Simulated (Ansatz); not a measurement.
## 2H MoTe₂

Method: r²SCAN-D4 (plane waves, PAW; Ansatz, a first-principles code).

Cell: relaxed at this level.

```json
{
 "interlayer_binding_energy": "19.9 meV/Å²",
 "layer_repeat_distance": "7.126 Å",
 "gap_between_the_layers": "3.542 Å"
}
```

Spin–orbit coupling is not included.

The result took around 6 core-minutes (rough).
